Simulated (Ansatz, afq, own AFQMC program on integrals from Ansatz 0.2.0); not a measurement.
# BH₃, singlet in cc-pVDZ, levels against full CI

```yaml
atoms:
  - { symbol: B, position_ang: [-0.1084, -0.0013, 0.0000] }
  - { symbol: H, position_ang: [2.5724, 0.0314, -0.0006] }
  - { symbol: H, position_ang: [-0.7177, 1.0249, -0.0028] }
  - { symbol: H, position_ang: [-0.6924, -1.0421, 0.0031] }
```

Basis cc-pVDZ. Only valence electrons are correlated. AFQMC by an in-house program on the Cholesky factors that Ansatz 0.2.0 writes for its CCSD(T) run. ph-AFQMC/CISD is guided by a CISD state made of CCSD amplitudes; releasing the constraint for a short imaginary time cuts its bias at the price of noise, slowly where states lie close. Uncertainties: one standard error, sampling alone.

Determinant: RHF, the one that the program's search chose, which needn't be the lowest solution. The geometry is a point of a scan.

Full CI on the same integrals is exact in this basis and with this determinant's frozen core.

Cautions: restricted determinant unstable towards unrestricted (UHF 1.61 eV lower, ⟨S²⟩ 0.88); strong correlation (T1 0.054, weight of the determinant 0.78, largest double 0.43); the CCSD(T) amplitudes may be one of several solutions (largest double 0.43); the CCSDT(Q) amplitudes may be one of several solutions (largest double 0.47); the CCSDTQ amplitudes may be one of several solutions (largest double 0.47); the released energy hasn't reached full CI (22 meV above it at 2.40 1/Eh), so no released level is given (meV from the phaseless value at times in 1/Eh: -2 ± 4 at 0.24, -9 ± 4 at 0.51, -17.5 ± 2.4 at 0.99, -24.2 ± 2.3 at 1.62, -25 ± 4 at 2.40).

```
T1 diagnostic                               : 0.0538
weight of the determinant in the CISD state : 0.781
size of the correlated space                : 6 electrons in 28 orbitals
```

Reference: full CI, correlation energy -4.431 eV. The cautions show a poor starting determinant, so the rows tell how each method copes with it here, and full CI is the sure value.

```csv
level,E − E(reference) (kcal/mol),share of correlation (%)
HF,102.18,0.00
MP2,35.21,65.54
CCSD,4.78,95.32
CCSD(T),0.37,99.64
CCSDT,0.16,99.85
CCSDT(Q),0.00,100.00
CCSDTQ,0.00,100.00
ph-AFQMC/CISD,1.08 ± 0.10,98.95
```

CCSDT and higher add their correlation energy to the determinant of the CCSD(T) run, since their own runs factorise the integrals more tightly (a shift of under 2 meV). A walk keeps the symmetry of its determinant, which the program's search chose and which needn't be the lowest solution, so a lower state of the same spin and another symmetry isn't excluded.
